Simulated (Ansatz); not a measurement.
Ansatz (a quantum-chemistry and plane-wave program) input (B3LYP/LANL2DZ): The .json file is the Basis Set Exchange's LANL2DZ.

Ansatz 0.2 input:
```yaml
crystal:
  periodic: [false, false, false]
  atoms:
    - {symbol: C, position_ang: [0.76790855, 1.82364016, -0.04391624]}
    - {symbol: C, position_ang: [0.62963155, 0.35318691, 0.11098407]}
    - {symbol: C, position_ang: [-0.69356052, -0.31211522, -0.02058613]}
    - {symbol: C, position_ang: [-0.62001186, -1.83764647, -0.04651647]}
    - {symbol: H, position_ang: [1.81220535, 2.13398295, -0.09839861]}
    - {symbol: H, position_ang: [-1.61297326, -2.28227293, -0.13047803]}
    - {symbol: H, position_ang: [0.31242600, 2.36960137, 0.79757930]}
    - {symbol: H, position_ang: [0.25812005, 2.18196566, -0.94536723]}
    - {symbol: H, position_ang: [-0.15856476, -2.22048302, 0.86655326]}
    - {symbol: H, position_ang: [-0.02182378, -2.18418515, -0.89153036]}
    - {symbol: H, position_ang: [1.45672822, -0.21521369, 0.52070677]}
    - {symbol: H, position_ang: [-1.19731332, 0.05244074, -0.92589008]}
    - {symbol: H, position_ang: [-1.35261093, 0.00177164, 0.80703374]}
basis:
  gaussian:
    orbitals: LANL2DZ.json
hamiltonian:
  xc: {name: B3LYP}
magnetization: {spin_polarized: true, initial_magnetization: 1}
output: {forces: true}
```

Output:

```
WARN ansatz: RAYON_NUM_THREADS=1 ignored (pool sized by the plan → 1); use --threads N
Functional definition: B3LYP
integrals: 0.02 GiB planned
675 factors; integrals over basis functions are off by at most 5.9e-4 eV
mean field: 0.23 GiB planned
mean field evaluation 1: about -4283.7577 eV, gradient 4.0e1 eV
mean field evaluation 2: about -4280.7319 eV, gradient 4.7e1 eV
mean field evaluation 4: about -4292.8465 eV, gradient 1.3e0 eV
mean field evaluation 8: about -4293.0673 eV, gradient 2.2e-2 eV
mean field evaluation 16: about -4293.0673 eV, gradient 3.3e-5 eV
mean field -4293.06730125 eV, -157.7673133752 hartree, gradient 3.4e-5 eV, S^2 0.753657; 0 other end points of the search recorded, 0 dependent functions left out
the calculation of the forces begins
reference -4293.06751506 eV, -157.7673212327 hartree; 17, 16 occupied and 37, 38 virtual orbitals, 675 factors
Total energy: -4293.06751506 eV, -157.7673212327 hartree
Atom 0 at     0.767909     1.823640    -0.043916 Å, force     0.029301     0.391894    -0.026049 eV/Å
Atom 1 at     0.629632     0.353187     0.110984 Å, force     0.342662    -0.202282     0.066851 eV/Å
Atom 2 at    -0.693561    -0.312115    -0.020586 Å, force    -0.392284     0.072671    -0.032216 eV/Å
Atom 3 at    -0.620012    -1.837646    -0.046516 Å, force     0.010935    -0.225642    -0.009323 eV/Å
Atom 4 at     1.812205     2.133983    -0.098399 Å, force     0.196155     0.080918    -0.018079 eV/Å
Atom 5 at    -1.612973    -2.282273    -0.130478 Å, force    -0.198766    -0.107445    -0.019141 eV/Å
Atom 6 at     0.312426     2.369601     0.797579 Å, force    -0.067857     0.119650     0.137703 eV/Å
Atom 7 at     0.258120     2.181966    -0.945367 Å, force    -0.078465     0.081905    -0.166031 eV/Å
Atom 8 at    -0.158565    -2.220483     0.866553 Å, force     0.088439    -0.085107     0.178244 eV/Å
Atom 9 at    -0.021824    -2.184185    -0.891530 Å, force     0.108238    -0.075370    -0.158703 eV/Å
Atom 10 at     1.456728    -0.215214     0.520707 Å, force     0.196436    -0.141408     0.072572 eV/Å
Atom 11 at    -1.197313     0.052441    -0.925890 Å, force    -0.100609     0.050150    -0.167786 eV/Å
Atom 12 at    -1.352611     0.001772     0.807034 Å, force    -0.134186     0.040066     0.141959 eV/Å
Dipole moment:    -0.042503     0.034060     0.034716 e Å
```
